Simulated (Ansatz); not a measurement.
**SnSe (Pnma, No. 62)**

All values below come from HSE06 (Ansatz, a quantum-chemistry and plane-wave program, PAW).

Settings: plane-wave cutoff 460 eV, 2×6×6 k mesh (along the axes of the cell as run), Fermi–Dirac smearing 0.01 eV, scalar-relativistic PAW data made under PBE.

Cell: relaxed at this level.

| Property | Result |
|---|---|
| band gap | 1.16 eV (on the SCF k mesh) |
| smallest direct gap on the k points sampled | 1.45 eV |
| direct gap at Γ | 1.70 eV |

Measured, for comparison: band gap 0.91 eV (temperature not stated, no zero-point or thermal correction, compiled measured gap; kind and temperature not stated; as tabulated in Kothakonda et al. (2022), arXiv:2208.02841).

Note: the cell comes from a level without a dispersion term, which matters for the spacing of layers, chains or molecules; the volume lies 5 % above that of the published cell.

Spin–orbit coupling is not included.

Computed values are for the static lattice.

The result took about 70 core-minutes (a rough figure).
